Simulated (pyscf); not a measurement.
Elementary routes open to `[Ge]=[Se]` [singlet] + `[ClH]` in the gas phase (singlet surface):
A. `[Cl][Ge][SeH]` [singlet] (Cl–H broken; Cl–Ge, H–Se formed)
B. `[Cl][GeH]=[Se]` (Cl–H broken; Cl–Ge, Ge–H formed)

Optimised with ωB97X-D3(BJ)/def2-SVP in PySCF. Correlated levels are frozen-core, on RHF or UHF. ΔMP2 is the change of the MP2 total energy from the triple- to the quadruple-zeta basis.

Problem. Rank the routes by free-energy barrier at 900 K, lowest first, for CCSD(T)/def2-TZVPP + ΔMP2(QZVPP) energies (ideal gas, 1 atm, RRHO with modes under 100 cm⁻¹ raised to 100, one conformer, R ln 2 for chiral ones without a mode under 150 cm⁻¹).

Solution. A (33.4 kcal/mol), B (58.4 kcal/mol)

Route A is the fastest of these, ahead of the next by 25.0 kcal/mol. The most stable products are those of A (ΔG = +6.1 kcal/mol), so kinetics and thermodynamics agree. At 298 K A is still the fastest. A: On the reactant side the descent ends in a complex, 4.4 kcal/mol under the separated species and 7.9 kcal/mol under the saddle at ωB97X-D3(BJ)/def2-TZVP. On the product side the descent ends in a point that may be a rotor saddle (no frequency run), 1.4 kcal/mol over the lowest minimum found and 29.7 kcal/mol under the saddle at ωB97X-D3(BJ)/def2-TZVP. Only these routes are compared; each barrier is that of the saddle found, and lower ones may exist. The CCSD(T) − MP2 part came from Ansatz, without density fitting, on the same reference. The frozen core leaves the outer d or s,p core shells of the metals and heavy elements correlated in the MP2 and CC values, and def2-TZVPP describes them poorly, which can shift differences by a few kcal/mol. Elements up to Kr have no core potential and no relativistic terms here.
